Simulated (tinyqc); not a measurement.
Inside a calculation (part 2 of 2). Method: UKS/PBE0 in the sto-6g basis, for H2O, spin multiplicity 3. Computed by tinyqc, a small Python program that keeps every step (integrals from PySCF). Command: `OMP_NUM_THREADS=1 python tinyqc.py 20271 20272 out.jsonl` (the two numbers bound the seeds that draw the settings). One thread of a shared host (Intel(R) Xeon(R) Processor @ 2.60GHz), about 4 s of CPU time with the checks.

Geometry (angstrom):

| atom | x | y | z |
|---|---|---|---|
| O | 0.00000 | 0.00000 | 0.00000 |
| H | 0.00000 | 0.78600 | 0.76400 |
| H | 0.00000 | -0.78600 | 0.76400 |

## Iteration 2: exchange-correlation on the grid

D(alpha) after iteration 1, lower triangle:
```
           1O 1s     1O 2s   1O 2px    1O 2py    1O 2pz    2H 1s    3H 1s
1O 1s    1.06336
1O 2s   -0.29692   1.45836
1O 2px   0.00000   0.00000  1.00000
1O 2py   0.00000   0.00000  0.00000   0.15660
1O 2pz  -0.03116   0.23752  0.00000   0.00000   1.14037
2H 1s    0.06544  -0.49884  0.00000   0.24743  -0.29480  1.01011
3H 1s    0.06544  -0.49884  0.00000  -0.24743  -0.29480  0.22819  1.01011
```

D(beta) after iteration 1, lower triangle:
```
           1O 1s     1O 2s   1O 2px    1O 2py   1O 2pz     2H 1s    3H 1s
1O 1s    1.05490
1O 2s   -0.24204   1.10224
1O 2px   0.00000   0.00000  0.00000
1O 2py   0.00000   0.00000  0.00000   0.28404
1O 2pz   0.04998  -0.28906  0.00000   0.00000  0.36174
2H 1s    0.00669  -0.11757  0.00000   0.28430  0.26897   0.49550
3H 1s    0.00669  -0.11757  0.00000  -0.28430  0.26897  -0.07362  0.49550
```

Becke grid with 15 radial and 50 angular points per atom, points of zero weight dropped. rho = sum D_ij phi_i phi_j; V_xc,ij = sum w v_xc phi_i phi_j plus the gradient terms; v_xc is d(rho eps)/d rho(s) for spin s at fixed gradient. Exact exchange is left to K.

The 12 grid points with the largest w rho, of 2228 (bohr, atomic units):

| x | y | z | w | rho(alpha) | rho(beta) | eps_xc | v_xc(alpha) |
|---|---|---|---|---|---|---|---|
| 0.63640 | 0.00000 | -0.63640 | 0.08295 | 0.34873 | 0.18623 | -0.52374 | -0.71039 |
| -0.63640 | 0.00000 | -0.63640 | 0.08295 | 0.34873 | 0.18623 | -0.52374 | -0.71039 |
| 0.27136 | -0.27136 | -0.81408 | 0.07412 | 0.33051 | 0.23896 | -0.52786 | -0.70334 |
| 0.27136 | 0.27136 | -0.81408 | 0.07412 | 0.33051 | 0.23896 | -0.52786 | -0.70334 |
| -0.27136 | 0.27136 | -0.81408 | 0.07412 | 0.33051 | 0.23896 | -0.52786 | -0.70334 |
| -0.27136 | -0.27136 | -0.81408 | 0.07412 | 0.33051 | 0.23896 | -0.52786 | -0.70334 |
| 0.92996 | 0.00000 | -0.92996 | 0.23203 | 0.11556 | 0.06125 | -0.38226 | -0.47794 |
| -0.92996 | 0.00000 | -0.92996 | 0.23203 | 0.11556 | 0.06125 | -0.38226 | -0.47794 |
| -0.63640 | 0.00000 | 0.63640 | 0.08242 | 0.38460 | 0.10623 | -0.52801 | -0.72030 |
| 0.63640 | 0.00000 | 0.63640 | 0.08242 | 0.38460 | 0.10623 | -0.52801 | -0.72030 |
| 0.00000 | -0.63640 | -0.63640 | 0.08294 | 0.24481 | 0.22715 | -0.49703 | -0.64165 |
| 0.00000 | 0.63640 | -0.63640 | 0.08294 | 0.24481 | 0.22715 | -0.49703 | -0.64165 |

electrons on the grid, sum of w rho = 9.99680

E_xc = sum of w rho eps_xc = -6.9083060 hartree

V_xc(alpha) (hartree), lower triangle:
```
           1O 1s     1O 2s    1O 2px    1O 2py    1O 2pz     2H 1s     3H 1s
1O 1s   -2.33257
1O 2s   -0.28135  -0.60489
1O 2px   0.00000   0.00000  -0.61539
1O 2py   0.00000   0.00000   0.00000  -0.57374
1O 2pz  -0.00143  -0.01456   0.00000   0.00000  -0.62544
2H 1s   -0.05440  -0.19462   0.00000  -0.11259  -0.11864  -0.41590
3H 1s   -0.05440  -0.19462   0.00000   0.11259  -0.11864  -0.08965  -0.41590
```

V_xc(beta) (hartree), lower triangle:
```
           1O 1s     1O 2s    1O 2px    1O 2py    1O 2pz     2H 1s     3H 1s
1O 1s   -2.30879
1O 2s   -0.26770  -0.53524
1O 2px   0.00000   0.00000  -0.49551
1O 2py   0.00000   0.00000   0.00000  -0.55412
1O 2pz   0.00259   0.00648   0.00000   0.00000  -0.55607
2H 1s   -0.05203  -0.17660   0.00000  -0.10790  -0.10662  -0.38204
3H 1s   -0.05203  -0.17660   0.00000   0.10790  -0.10662  -0.08240  -0.38204
```

## Iteration 2: building the Kohn-Sham matrix

core Hamiltonian H = T + V (hartree), lower triangle:
```
            1O 1s     1O 2s    1O 2px    1O 2py    1O 2pz     2H 1s     3H 1s
1O 1s   -32.89666
1O 2s    -7.27049  -9.11778
1O 2px    0.00000   0.00000  -7.36793
1O 2py    0.00000   0.00000   0.00000  -7.46165
1O 2pz   -0.01746  -0.20163   0.00000   0.00000  -7.45648
2H 1s    -1.27532  -2.93901   0.00000  -1.53161  -1.55168  -4.58787
3H 1s    -1.27532  -2.93901   0.00000   1.53161  -1.55168  -1.32991  -4.58787
```

nuclear repulsion = 8.0609541 hartree

Given earlier and not repeated: Two-electron integrals (ij|kl) in chemists' order.

J_ij = sum D_kl (ij|kl) with D = D(alpha) + D(beta), K_ij = sum D_kl (ik|jl) for each spin; F = H + J - 0.25 K(s) + V_xc; E = tr D H + tr D J / 2 - 0.125 sum_s tr D(s) K(s) + E_xc + E_nn.

Coulomb J (hartree), lower triangle:
```
           1O 1s    1O 2s   1O 2px    1O 2py   1O 2pz    2H 1s    3H 1s
1O 1s   16.62050
1O 2s    2.91702  7.67776
1O 2px   0.00000  0.00000  7.62237
1O 2py   0.00000  0.00000  0.00000   7.67030
1O 2pz   0.01392  0.18181  0.00000   0.00000  7.74061
2H 1s    0.52439  2.52617  0.00000   1.46126  1.48861  4.85729
3H 1s    0.52439  2.52617  0.00000  -1.46126  1.48861  1.21212  4.85729
```

exchange K(alpha) (hartree), lower triangle:
```
          1O 1s    1O 2s   1O 2px    1O 2py   1O 2pz    2H 1s    3H 1s
1O 1s   4.92510
1O 2s   0.76486  1.33392
1O 2px  0.00000  0.00000  1.15717
1O 2py  0.00000  0.00000  0.00000   0.66210
1O 2pz  0.00248  0.04965  0.00000   0.00000  1.18533
2H 1s   0.14639  0.45930  0.00000   0.27792  0.25392  0.81285
3H 1s   0.14639  0.45930  0.00000  -0.27792  0.25392  0.22550  0.81285
```

exchange K(beta) (hartree), lower triangle:
```
          1O 1s     1O 2s   1O 2px    1O 2py   1O 2pz    2H 1s    3H 1s
1O 1s   4.87189
1O 2s   0.70758   1.06349
1O 2px  0.00000   0.00000  0.24389
1O 2py  0.00000   0.00000  0.00000   0.70408
1O 2pz  0.00244  -0.06562  0.00000   0.00000  0.74386
2H 1s   0.13611   0.40511  0.00000   0.27744  0.27385  0.63808
3H 1s   0.13611   0.40511  0.00000  -0.27744  0.27385  0.18185  0.63808
```

F(alpha) (hartree), lower triangle:
```
            1O 1s     1O 2s    1O 2px    1O 2py    1O 2pz     2H 1s     3H 1s
1O 1s   -19.84000
1O 2s    -4.82603  -2.37839
1O 2px    0.00000   0.00000  -0.65025
1O 2py    0.00000   0.00000   0.00000  -0.53061
1O 2pz   -0.00559  -0.04679   0.00000   0.00000  -0.63764
2H 1s    -0.84192  -0.72228   0.00000  -0.25242  -0.24520  -0.34969
3H 1s    -0.84192  -0.72228   0.00000   0.25242  -0.24520  -0.26381  -0.34969
```

F(beta) (hartree), lower triangle:
```
            1O 1s     1O 2s    1O 2px    1O 2py    1O 2pz     2H 1s     3H 1s
1O 1s   -19.80292
1O 2s    -4.79806  -2.24114
1O 2px    0.00000   0.00000  -0.30205
1O 2py    0.00000   0.00000   0.00000  -0.52149
1O 2pz   -0.00156   0.00307   0.00000   0.00000  -0.45791
2H 1s    -0.83699  -0.69071   0.00000  -0.24761  -0.23816  -0.27215
3H 1s    -0.83699  -0.69071   0.00000   0.24761  -0.23816  -0.24564  -0.27215
```

total energy of this density = -75.4306614 hartree

## Iteration 2: DIIS over 2 matrices

error matrix X^T (FDS - SDF) X (alpha):
```
         1        2        3        4        5         6        7
1  0.00000  0.00000  0.00000  0.00000  0.00000   0.00000  0.00000
2  0.00000  0.00000  0.00000  0.00000  0.00000  -0.34372  0.00000
3  0.00000  0.00000  0.00000  0.00000  0.00000   0.00000  0.00000
4  0.00000  0.00000  0.00000  0.00000  0.00000   0.00000  0.00000
5  0.00000  0.00000  0.00000  0.00000  0.00000   0.00000  0.00000
6  0.00000  0.34372  0.00000  0.00000  0.00000   0.00000  0.00000
7  0.00000  0.00000  0.00000  0.00000  0.00000   0.00000  0.00000
```

B (overlaps of the stored error matrices):
```
                1               2
1   7.9152875e-01  -5.9305443e-01
2  -5.9305443e-01   5.5690106e-01
```

Minimise |sum c_i e_i|^2 with sum c_i = 1: solve [B -1; -1 0][c; lambda] = [0; -1] with B_ij = tr e_i^T e_j summed over both spins, and take F = sum c_i F_i.

DIIS coefficients: 0.45371  0.54629

extrapolated F(alpha) (hartree), lower triangle:
```
            1O 1s     1O 2s    1O 2px    1O 2py    1O 2pz     2H 1s     3H 1s
1O 1s   -19.18216
1O 2s    -4.69145  -2.05620
1O 2px    0.00000   0.00000  -0.32234
1O 2py    0.00000   0.00000   0.00000  -0.25124
1O 2pz   -0.00647  -0.09024   0.00000   0.00000  -0.30771
2H 1s    -0.81846  -0.65711   0.00000  -0.21707  -0.23444  -0.37453
3H 1s    -0.81846  -0.65711   0.00000   0.21707  -0.23444  -0.26756  -0.37453
```

extrapolated F(beta) (hartree), lower triangle:
```
            1O 1s     1O 2s   1O 2px    1O 2py    1O 2pz     2H 1s     3H 1s
1O 1s   -19.15246
1O 2s    -4.66738  -1.93577
1O 2px    0.00000   0.00000  0.01382
1O 2py    0.00000   0.00000  0.00000  -0.22818
1O 2pz   -0.00409  -0.05887  0.00000   0.00000  -0.19023
2H 1s    -0.81437  -0.61707  0.00000  -0.20301  -0.21473  -0.22751
3H 1s    -0.81437  -0.61707  0.00000   0.20301  -0.21473  -0.22706  -0.22751
```

## Iteration 2: diagonalisation and new density

X:
```
               1         2         3        4         5         6        7
1O 1s   -0.32730   0.00000   0.73573  0.00000   0.62447   0.00000  0.15803
1O 2s    1.02910   0.00000  -0.32646  0.00000   0.34253   0.00000  0.41881
1O 2px   0.00000   0.00000   0.00000  1.00000   0.00000   0.00000  0.00000
1O 2py   0.00000   0.81119   0.00000  0.00000   0.00000   0.72590  0.00000
1O 2pz   0.54585   0.00000   0.65857  0.00000  -0.59735   0.00000  0.22776
2H 1s   -0.64987  -0.79634  -0.16717  0.00000  -0.13691   0.36972  0.38745
3H 1s   -0.64987   0.79634  -0.16717  0.00000  -0.13691  -0.36972  0.38745
```

Diagonalise F' = X^T F X, C = X C', fill 6 alpha and 4 beta electrons from the bottom; D(s) = C_occ C_occ^T. Each column has its largest component positive (the first on a tie).

F' = X^T F X (alpha) (hartree), lower triangle:
```
          1        2         3         4         5         6         7
1  -0.41105
2   0.00000  0.25991
3   1.84396  0.00000  -8.12309
4   0.00000  0.00000   0.00000  -0.32234
5   1.64971  0.00000  -8.40742   0.00000  -9.49433
6   0.00000  0.03580   0.00000   0.00000   0.00000  -0.39466
7   0.40891  0.00000  -3.40255   0.00000  -3.88031   0.00000  -2.39689
```

orbital energies (alpha) (hartree): MO1 -19.18645, MO2 -0.99208, MO3 -0.39661, MO4 -0.37031, MO5 -0.32234, MO6 0.12349, MO7 0.26186

coefficients C (alpha):
```
             MO1       MO2       MO3       MO4      MO5       MO6       MO7
1O 1s    0.99604  -0.23352   0.00000   0.08693  0.00000  -0.09578   0.00000
1O 2s    0.01792   0.91315   0.00000  -0.46146  0.00000   0.64128   0.00000
1O 2px   0.00000   0.00000   0.00000   0.00000  1.00000   0.00000   0.00000
1O 2py   0.00000   0.00000   0.68066   0.00000  0.00000   0.00000   0.84951
1O 2pz   0.00215   0.11763   0.00000   0.75493  0.00000   0.74606   0.00000
2H 1s   -0.00375   0.11070   0.41253   0.30195  0.00000  -0.71813  -0.77503
3H 1s   -0.00375   0.11070  -0.41253   0.30195  0.00000  -0.71813   0.77503
```

F' = X^T F X (beta) (hartree), lower triangle:
```
          1         2         3        4         5         6         7
1  -0.20037
2   0.00000   0.37383
3   1.89552   0.00000  -8.05743
4   0.00000   0.00000   0.00000  0.01382
5   1.66208   0.00000  -8.43289  0.00000  -9.42645
6   0.00000  -0.02117   0.00000  0.00000   0.00000  -0.33829
7   0.40539   0.00000  -3.41415  0.00000  -3.89618   0.00000  -2.26934
```

orbital energies (beta) (hartree): MO1 -19.15616, MO2 -0.87168, MO3 -0.33892, MO4 -0.27050, MO5 0.01382, MO6 0.34475, MO7 0.37446

coefficients C (beta):
```
             MO1       MO2       MO3       MO4      MO5       MO6       MO7
1O 1s    0.99634  -0.23312   0.00000   0.07721  0.00000  -0.10179   0.00000
1O 2s    0.01659   0.91377   0.00000  -0.41777  0.00000   0.66975   0.00000
1O 2px   0.00000   0.00000   0.00000   0.00000  1.00000   0.00000   0.00000
1O 2py   0.00000   0.00000   0.74966   0.00000  0.00000   0.00000  -0.78928
1O 2pz   0.00183   0.07999   0.00000   0.77584  0.00000   0.72941   0.00000
2H 1s   -0.00341   0.11576   0.34592   0.28790  0.00000  -0.72308   0.80696
3H 1s   -0.00341   0.11576  -0.34592   0.28790  0.00000  -0.72308  -0.80696
```

D(alpha) after iteration 2, lower triangle:
```
           1O 1s     1O 2s   1O 2px    1O 2py    1O 2pz    2H 1s    3H 1s
1O 1s    1.06336
1O 2s   -0.29692   1.45836
1O 2px   0.00000   0.00000  1.00000
1O 2py   0.00000   0.00000  0.00000   0.46330
1O 2pz  -0.03116   0.23752  0.00000   0.00000   1.14037
2H 1s    0.06544  -0.49884  0.00000   0.28079  -0.29480  0.78933
3H 1s    0.06544  -0.49884  0.00000  -0.28079  -0.29480  0.44896  0.78933
```

D(beta) after iteration 2, lower triangle:
```
           1O 1s     1O 2s   1O 2px    1O 2py   1O 2pz     2H 1s    3H 1s
1O 1s    1.05300
1O 2s   -0.22875   1.00979
1O 2px   0.00000   0.00000  0.00000
1O 2py   0.00000   0.00000  0.00000   0.56200
1O 2pz   0.04308  -0.25100  0.00000   0.00000  0.60833
2H 1s   -0.00816  -0.01456  0.00000   0.25932  0.23262   0.21596
3H 1s   -0.00816  -0.01456  0.00000  -0.25932  0.23262  -0.02336  0.21596
```

## Iteration 8 (converged): orbitals

converged F(alpha) (hartree), lower triangle:
```
            1O 1s     1O 2s    1O 2px    1O 2py    1O 2pz     2H 1s     3H 1s
1O 1s   -19.30341
1O 2s    -4.71493  -2.10207
1O 2px    0.00000   0.00000  -0.36758
1O 2py    0.00000   0.00000   0.00000  -0.30642
1O 2pz   -0.00963  -0.09597   0.00000   0.00000  -0.35111
2H 1s    -0.82295  -0.66847   0.00000  -0.23410  -0.23825  -0.37604
3H 1s    -0.82295  -0.66847   0.00000   0.23410  -0.23825  -0.26703  -0.37604
```

converged F(beta) (hartree), lower triangle:
```
            1O 1s     1O 2s    1O 2px    1O 2py    1O 2pz     2H 1s     3H 1s
1O 1s   -19.26760
1O 2s    -4.68863  -1.97157
1O 2px    0.00000   0.00000  -0.02194
1O 2py    0.00000   0.00000   0.00000  -0.26934
1O 2pz   -0.00556  -0.05264   0.00000   0.00000  -0.23150
2H 1s    -0.81825  -0.63858   0.00000  -0.22253  -0.23300  -0.27564
3H 1s    -0.81825  -0.63858   0.00000   0.22253  -0.23300  -0.23976  -0.27564
```

As before.

F' = X^T F X (alpha) (hartree), lower triangle:
```
          1        2         3         4         5         6         7
1  -0.44389
2   0.00000  0.26499
3   1.85587  0.00000  -8.20040
4   0.00000  0.00000   0.00000  -0.36758
5   1.66972  0.00000  -8.44236   0.00000  -9.56544
6   0.00000  0.01399   0.00000   0.00000   0.00000  -0.44257
7   0.38593  0.00000  -3.42431   0.00000  -3.90111   0.00000  -2.42476
```

orbital energies (alpha) (hartree): MO1 -19.30754, MO2 -1.03331, MO3 -0.44285, MO4 -0.39894, MO5 -0.36758, MO6 0.10530, MO7 0.26526

coefficients C (alpha):
```
             MO1       MO2       MO3       MO4      MO5       MO6       MO7
1O 1s    0.99613  -0.23546   0.00000   0.08104  0.00000   0.09529   0.00000
1O 2s    0.01755   0.92721   0.00000  -0.42795  0.00000  -0.64435   0.00000
1O 2px   0.00000   0.00000   0.00000   0.00000  1.00000   0.00000   0.00000
1O 2py   0.00000   0.00000   0.70973   0.00000  0.00000   0.00000   0.82538
1O 2pz   0.00229   0.12492   0.00000   0.78667  0.00000  -0.71127   0.00000
2H 1s   -0.00369   0.09630   0.38539   0.27188  0.00000   0.73208  -0.78888
3H 1s   -0.00369   0.09630  -0.38539   0.27188  0.00000   0.73208   0.78888
```

F' = X^T F X (beta) (hartree), lower triangle:
```
          1         2         3         4         5         6         7
1  -0.21227
2   0.00000   0.35228
3   1.91222   0.00000  -8.13351
4   0.00000   0.00000   0.00000  -0.02194
5   1.66788   0.00000  -8.46492   0.00000  -9.50371
6   0.00000  -0.01369   0.00000   0.00000   0.00000  -0.39063
7   0.41774   0.00000  -3.42704   0.00000  -3.90382   0.00000  -2.32200
```

orbital energies (beta) (hartree): MO1 -19.27112, MO2 -0.90929, MO3 -0.39088, MO4 -0.32154, MO5 -0.02194, MO6 0.33046, MO7 0.35253

coefficients C (beta):
```
             MO1       MO2       MO3       MO4      MO5       MO6       MO7
1O 1s    0.99644  -0.23106   0.00000   0.07891  0.00000  -0.10416   0.00000
1O 2s    0.01614   0.90289   0.00000  -0.42692  0.00000   0.67869   0.00000
1O 2px   0.00000   0.00000   0.00000   0.00000  1.00000   0.00000   0.00000
1O 2py   0.00000   0.00000   0.74072   0.00000  0.00000   0.00000  -0.79769
1O 2pz   0.00186   0.07441   0.00000   0.77052  0.00000   0.73561   0.00000
2H 1s   -0.00332   0.12659   0.35500   0.29214  0.00000  -0.71956   0.80301
3H 1s   -0.00332   0.12659  -0.35500   0.29214  0.00000  -0.71956  -0.80301
```

D(alpha) after iteration 8, lower triangle:
```
           1O 1s     1O 2s   1O 2px    1O 2py    1O 2pz    2H 1s    3H 1s
1O 1s    1.06336
1O 2s   -0.29692   1.45836
1O 2px   0.00000   0.00000  1.00000
1O 2py   0.00000   0.00000  0.00000   0.50372
1O 2pz  -0.03116   0.23752  0.00000   0.00000   1.14037
2H 1s    0.06544  -0.49884  0.00000   0.27352  -0.29480  0.76767
3H 1s    0.06544  -0.49884  0.00000  -0.27352  -0.29480  0.47063  0.76767
```

D(beta) after iteration 8, lower triangle:
```
           1O 1s     1O 2s   1O 2px    1O 2py   1O 2pz     2H 1s    3H 1s
1O 1s    1.05251
1O 2s   -0.22623   0.99773
1O 2px   0.00000   0.00000  0.00000
1O 2py   0.00000   0.00000  0.00000   0.54866
1O 2pz   0.04546  -0.26174  0.00000   0.00000  0.59924
2H 1s   -0.00951  -0.01048  0.00000   0.26295  0.23452   0.22741
3H 1s   -0.00951  -0.01048  0.00000  -0.26295  0.23452  -0.02464  0.22741
```

## Convergence

Stop when the energy changes by less than 1e-10 hartree and every element of the error matrix X^T (F D S - S D F) X (for each spin) is below 3e-06.

Course of the cycle:

| iteration | E (hartree) | change | largest element of the error matrix |
|---|---|---|---|
| 1 | -74.8095969 | - | 3.73e-01 |
| 2 | -75.4306614 | -6.21e-01 | 3.44e-01 |
| 3 | -75.6793255 | -2.49e-01 | 1.98e-02 |
| 4 | -75.6800784 | -7.53e-04 | 5.02e-03 |
| 5 | -75.6801548 | -7.64e-05 | 8.69e-04 |
| 6 | -75.6801571 | -2.23e-06 | 7.45e-05 |
| 7 | -75.6801571 | -1.13e-08 | 2.01e-06 |
| 8 | -75.6801571 | -1.91e-11 | 6.36e-07 |

PySCF UKS in the same basis, fine grid, after a stability check = -75.6848132 hartree

Converged in 8 iterations. The coarse grid moves the energy by +4.66e-03 hartree.

## Populations, bond orders and dipole

overlap S, lower triangle:
```
          1O 1s    1O 2s   1O 2px    1O 2py   1O 2pz    2H 1s    3H 1s
1O 1s   1.00000
1O 2s   0.23114  1.00000
1O 2px  0.00000  0.00000  1.00000
1O 2py  0.00000  0.00000  0.00000   1.00000
1O 2pz  0.00000  0.00000  0.00000   0.00000  1.00000
2H 1s   0.04027  0.39063  0.00000   0.24493  0.23807  1.00000
3H 1s   0.04027  0.39063  0.00000  -0.24493  0.23807  0.23139  1.00000
```

Mulliken: Z minus the diagonal of D S on the atom; Loewdin: the same with S^(1/2) D S^(1/2); Mayer order: 2 sum_s sum (D(s) S)_ij (D(s) S)_ji over the two atoms.

Charges (e):

| atom | Mulliken | Loewdin | Mulliken spin |
|---|---|---|---|
| 1O | 0.03722 | 0.08951 | 1.31263 |
| 2H | -0.01861 | -0.04476 | 0.34369 |
| 3H | -0.01861 | -0.04476 | 0.34369 |

Mayer bond orders:

| pair | order |
|---|---|
| 2-1 | 0.67775 |
| 3-1 | 0.67775 |
| 3-2 | 0.20378 |

dipole moment about the origin, x y z (debye): 0.00000  0.00000  0.00133

<S^2> of the determinant (pure state: 2) = 2.00146
